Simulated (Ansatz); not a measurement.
System: anthracene C14H10. Method: RPBE-D3(BJ) (plane waves, PAW; Ansatz, an electronic-structure program).

Settings: plane-wave cutoff 500 eV, 4×4×4 k mesh, gaussian smearing 0.02 eV, scalar-relativistic PAW data made under PBE.

Computed at the level's own relaxed cell.

**Question.** What does this level give for the equilibrium volume per atom?

**Answer.** 
* **equilibrium volume per atom**: 9.27 Å³/atom

Note: the PAW data were made under another functional than the one run.

Static lattice: no zero-point or thermal effects.

It cost roughly 19 core-minutes of CPU time.
